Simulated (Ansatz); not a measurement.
Results of G0W0@r²SCAN in Ansatz (plane waves, hard PAW, contour deformation, complete-basis limit) for diamond-structure Si.

Run with largest k mesh 10×10×10 (not extrapolated in the mesh).

The cell has the measured lattice: a = b = c = 5.4300 Å, α = β = γ = 90.00°.

Task: What does this level give for the band gap?

Result: 
* **band gap**: 1.29 eV (indirect)

Note: cell and atoms aren't relaxed at this level; the gap holds a correction of +0.12 eV to the complete basis.

The result took very roughly 70 core-minutes.

Ansatz is an electronic-structure program.
